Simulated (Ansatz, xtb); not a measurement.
## Two isomers of H3NS

We compare I, `[NH3+][S-]`, a singlet, with II, `NS`, a singlet. Both are isolated molecules in the gas phase, relaxed with PBE0-D3(BJ)/def2-SVP; the shapes shown needn't be the lowest conformers.

I (Å):

```yaml
atoms:
  - { symbol: N, position_ang: [-1.6432, 0.1656, -0.8034] }
  - { symbol: S, position_ang: [-0.7902, 0.9785, -2.2046] }
  - { symbol: H, position_ang: [-1.9846, -0.7640, -1.0615] }
  - { symbol: H, position_ang: [-2.4495, 0.7116, -0.4885] }
  - { symbol: H, position_ang: [-1.0186, 0.0507, -0.0009] }
```

II (Å):

```yaml
atoms:
  - { symbol: N, position_ang: [-0.6506, -1.1678, 0.0268] }
  - { symbol: S, position_ang: [-1.0379, 0.2387, 0.8837] }
  - { symbol: H, position_ang: [-0.1273, -1.0084, -0.8288] }
  - { symbol: H, position_ang: [-0.2265, -1.8995, 0.5890] }
  - { symbol: H, position_ang: [0.1851, 0.7146, 1.2684] }
```

Question: Estimate E(II) − E(I) at the level CCSD(T)/def2-TZVPP.

Answer: Calculated at CCSD(T)/def2-TZVPP: E(II) − E(I) = −63.9 kJ/mol, so structure II lies lower.

The same difference at several levels:

| level | geometry | E(II) − E(I) (kJ/mol) | departure from the last row (kJ/mol) | job, with rough time for the two |
| --- | --- | --- | --- | --- |
| GFN2-xTB | GFN2-xTB | −97.4 | −33.5 | optimisation, 0.058 s |
| HF/STO-3G | GFN2-xTB | −174.4 | −110.5 | single point, 0.12 s |
| r2SCAN-D4/def2-SVP | GFN2-xTB | −74.2 | −10.3 | single point, 1.8 s |
| PBE0-D3(BJ)/def2-SVP | PBE0-D3(BJ)/def2-SVP | −68.2 | −4.4 | optimisation, 8.4 s |
| HF/def2-TZVPP | PBE0-D3(BJ)/def2-SVP | −57.0 | +6.9 | part of the CCSD(T) run |
| MP2/def2-TZVPP | PBE0-D3(BJ)/def2-SVP | −67.3 | −3.4 | part of the CCSD(T) run |
| CCSD(T)/def2-TZVPP | PBE0-D3(BJ)/def2-SVP | −63.9 |  | single point, 9.3 s |

As drawn, II has 1 S–H in place of 1 N–H.

The levels shown agree on the order. The largest departure from CCSD(T)/def2-TZVPP is that of HF/STO-3G, 110.5 kJ/mol.

With harmonic frequencies from PBE0-D3(BJ)/def2-SVP (ideal gas, rigid rotor, one conformer each, 600 K, 1 atm): the zero-point term adds −11.0 kJ/mol; ΔH is −73.0 and ΔG −81.5 kJ/mol.

The correlated steps freeze 6 core orbitals. Codes used: Ansatz 0.2.0, xtb 6.7.1; the last row on 1 thread of Arm Neoverse V2 on a shared host.
